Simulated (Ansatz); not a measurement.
# SnH2⁺, doublet: reading a ladder of total energies

Geometry: a point of a stretch scan, not a stationary point.

```json
{"atom": "Sn", "x (Å)": "0.0000", "y (Å)": "0.0000", "z (Å)": "0.3372"}
{"atom": "H", "x (Å)": "0.0000", "y (Å)": "0.0000", "z (Å)": "-2.3298"}
{"atom": "H", "x (Å)": "0.0000", "y (Å)": "0.0000", "z (Å)": "1.9926"}
```

Basis def2-TZVPP with its core potentials; Ansatz 0.2.0. Correlated methods freeze the noble-gas cores and the filled d shells of p-block atoms, which leaves 5 electrons in 69 orbitals. R marks a restricted (for open shells ROHF) determinant. No spin–orbit coupling is included; scalar relativity enters through the core potentials alone.

Full CI is exact within this basis and frozen core; it isn't the basis-set limit.

RCCSD has a T1 diagnostic of 0.020 and a largest doubles amplitude of 0.07.

Runs differ by some tens of microhartree through their thresholds and, for an open shell, their frozen cores, so steps under 0.03 kcal/mol mean nothing.

```csv
level,total energy (hartree)
RHF,-214.144598
RMP2,-214.206341
RCCSD,-214.224966
RCCSD(T),-214.226272
RCCSDT,-214.226620
RCCSDT(Q),-214.226663
full CI,-214.226678
```

Problem. What is the correlation energy at full CI, and what share of it do RMP2 and RCCSD(T) recover?

Solution. E(corr) = -214.226678 − (-214.144598) = -0.082080 hartree = -2.234 eV. RMP2: -0.061743 / -0.082080 = 75.22 %. RCCSD(T): -0.081674 / -0.082080 = 99.51 %.

Problem. By how many kcal/mol does RCCSD(T) miss full CI (1 hartree = 627.509 kcal/mol), and which steps make up the rest?

Solution. -214.226272 − (-214.226678) = 0.000406 hartree = 0.25 kcal/mol. Steps: RCCSDT − RCCSD(T) = -0.22, RCCSDT(Q) − RCCSDT = -0.03, full CI − RCCSDT(Q) = -0.01 kcal/mol. That is within 1 kcal/mol of the reference in this basis, which itself misses far more of the correlation at the basis-set limit.
